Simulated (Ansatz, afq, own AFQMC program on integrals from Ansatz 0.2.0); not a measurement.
Two steps: Ansatz 0.2.0 writes the Fock matrix and Cholesky factors of the valence space, and afq projects on them the lowest state that overlaps trial and start.

```yaml
crystal:
  periodic: [false, false, false]
  atoms:
    - {symbol: S, position_ang: [-0.527614, 2.607731, 1.177205]}
    - {symbol: H, position_ang: [0.783314, 2.917369, 1.041595]}
basis:
  gaussian: {orbitals: def2-SVP}
magnetization: {spin_polarized: true, initial_magnetization: 1}
correlation: {method: ccsd_t, electrons: outside_noble_gas, hamiltonian_folder: ham}
```

```sh
$ ansatz run in.yaml --threads 1 --pin off --events-out ev --progress --plain --max-ram 24576MiB --backend cuda --devices 0, --max-vram 18GiB
```

afq runs on the folder ham with

```
--method phaseless --trial hf --walkers 4000 --populations 20 --least-time 40 --time-step 0.005 --steps-per-block 20 --equilibration-blocks 112 --max-blocks 4000 --target-error 0.00048 --factor-cut 1e-05 --start spin_pure --seed 9204 --taylor-order 6
```

Times are imaginary, in 1/Eh. The walk had a cap of 49 s. With eight or more populations the least sampling time is a fifth of least-time, and the error comes from their spread.

Output of the walk:

```
orbitals 18  electrons 4 3  factors 116 of 213
reference energy -397.95990824 Eh
CCSD correlation -0.13143081 Eh in 9 cycles, weight of the determinant in the CISD state 0.9390
energy of the start -397.960038 Eh
 block  time / (1/Eh)  mean weight  energy / Eh
     1     0.100  1.0004  -397.986308
     2     0.200  1.0008  -398.007164
     3     0.300  1.0007  -398.023241
     4     0.400  1.0008  -398.036546
     5     0.500  1.0008  -398.047308
    10     1.000  1.0004  -398.075440
    31     3.100  1.0002  -398.093222
    56     5.600  1.0000  -398.094144
    61     6.100  1.0000  -398.097943
    81     8.100  1.0002  -398.094566
   106    10.600  1.0001  -398.095435
   131    13.100  1.0000  -398.092627
   156    15.600  1.0001  -398.092590
   171    17.100  1.0001  -398.087988
   181    18.100  0.9999  -398.093350
   206    20.600  1.0000  -398.094251
   231    23.100  1.0000  -398.089582
error from the spread of 20 populations
energy -398.092399 +/- 0.000479 Eh
(rows thinned)
```

The run passed its tests (sampling time, drift between the halves within three errors, error under three times the target), which doesn't prove that it has relaxed.

Against this walk (error 13.0 meV) on the same determinant: CCSD(T) 30.9 meV lower, CCSDT(Q) 44.8 meV lower, CCSDTQ 45.2 meV lower, full CI (a separate run on its own orbitals, whose frozen core shifts it by up to a few meV) 44.9 meV lower, a separate phaseless walk with a CISD trial and standard settings 41.5 ± 13.1 meV lower. The error is statistical and leaves out the bias of the constraint. Full CI is exact here, so the walk's 45 meV above it is the walk's own error: the bias of the constraint with this trial.

Cautions: constraint bias not in the error; full CI with its own frozen core.

The walk took 22 s on 1 × NVIDIA H100 80GB HBM3 with 1 thread of AMD EPYC 7R13 Processor (Zen 3), on a shared host (the card was shared). The log's last line is the phaseless energy.

CCSDT and higher add their correlation energy to the determinant of the CCSD(T) run, since their own runs factorise the integrals more tightly (a shift of under 2 meV). A walk keeps the symmetry of its determinant, which the program's search chose and which needn't be the lowest solution, so a lower state of the same spin and another symmetry isn't excluded.
